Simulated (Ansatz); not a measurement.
# BClH2O: the cost of one run

Method: RKS PBE0-D4/def2-SVP, in Ansatz 0.2.0.

## Step 1: The structure to begin with

Bond lengths: B1–O2 1.410 Å, O2–H3 1.010 Å, B1–H4 1.190 Å, B1–Cl5 1.860 Å. Angles: B1–O2–H3 109.5°, O2–B1–H4 120.0°, O2–B1–Cl5 120.0°, H4–B1–Cl5 120.0°.

Coordinates:

```xyz
5

B     0.0000    0.0000    0.0000
O     0.0000    0.0000    1.4100
H    -0.9095   -0.2814    1.7471
H     1.0305    0.0000   -0.5950
Cl   -1.6108    0.0000   -0.9300
```

## Step 2: Preparing the start

input.yaml

```yaml
crystal:
  periodic: [false, false, false]
  atoms:
    - { symbol: B, position_ang: [0.0, 0.0, 0.0] }
    - { symbol: O, position_ang: [0.0, 0.0, 1.41] }
    - { symbol: H, position_ang: [-0.9095, -0.2814, 1.7471] }
    - { symbol: H, position_ang: [1.0305, 0.0, -0.595] }
    - { symbol: Cl, position_ang: [-1.6108, 0.0, -0.93] }
basis:
  gaussian: { orbitals: def2-SVP }
hamiltonian:
  xc: pbe0
  dispersion: d4
relax:
  f_tol: 0.02
  max_steps: 40
output:
  orbitals: {}
```

On the command line:

```
ansatz run input.yaml --threads 1 --pin off --max-ram 2048MiB --backend cpu --events-out ev --progress --plain --runs-dir out
```

Q: Estimate wall time and peak memory on 1 thread of Arm Neoverse V1, shared host.

About 11 s, with a peak of 0.12 GiB.
